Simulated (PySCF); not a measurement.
Compound: difluorophosphine, F2HP.
Atom-mapped SMILES: `[F:1][PH:2][F:3]` (hydrogens: H4 on P2)

Computed by this run: PySCF, PBE0-D3(BJ)/def2-SVP geometry optimisation, gas phase; density fitting, grid level 1; the optimiser is geomeTRIC in internal coordinates, started from a GFN2-xTB structure.

Step 0: E = -14723.5646 eV
```
atom  x, y, z in Å  |  force x, y, z in eV/Å
F1      1.2274   -0.5210    0.3113    0.160  -0.306  -0.399
P2     -0.1414   -0.3247   -0.5260    0.248   0.066   1.164
F3     -1.0857   -0.2256    0.7822   -0.374  -0.227  -0.300
H4      0.0246    1.0821   -0.5916   -0.034   0.466  -0.466
```

Step 1: E = -14723.3103 eV
```
atom  x, y, z in Å  |  force x, y, z in eV/Å
F1      1.2558   -0.6197    0.3012    2.409   0.060   1.518
P2     -0.0188   -0.3108   -0.4910   -4.496   0.385  -0.285
F3     -1.1251   -0.1857    0.7816    1.245  -0.466  -1.296
H4     -0.0869    1.1269   -0.6159    0.842   0.022   0.063
```

Step 2: E = -14723.5460 eV
```
atom  x, y, z in Å  |  force x, y, z in eV/Å
F1      1.2610   -0.5758    0.2974    0.866   0.073   0.483
P2     -0.0793   -0.3192   -0.4932   -2.072   0.261   0.561
F3     -1.1316   -0.2127    0.7880    0.847  -0.272  -1.009
H4     -0.0252    1.1185   -0.6163    0.360  -0.062  -0.035
```

Problem. Estimate the geometry and energy of step 3. (The exact step hangs on the optimiser's Hessian estimate; all steps are aligned on step 2, rigid shifts and turns removed.)

Solution. E = -14723.6227 eV, largest force 0.200 eV/Å
```
atom  x, y, z in Å  |  force x, y, z in eV/Å
F1      1.2587   -0.5437    0.2937    0.043  -0.002   0.029
P2     -0.1320   -0.3114   -0.4783   -0.143  -0.089   0.057
F3     -1.1303   -0.2462    0.7891    0.138   0.048  -0.136
H4      0.0285    1.1121   -0.6286   -0.038   0.042   0.050
```

The energy changes by -0.0767 eV. The first-order estimate −F·Δx gives -0.1474 eV and the mean of the old and new forces, exact on a quadratic surface, -0.0752 eV. The step makes an angle of 54° with the force vector and moves no atom by more than 0.055 Å.

The cost below is that of the whole optimisation. Time: 2.2 s of wall time; peak memory 0.28 GiB. Hardware: one thread, AMD EPYC 9R45 (x86_64), shared host with 96 logical CPUs at a one-minute load of 45.
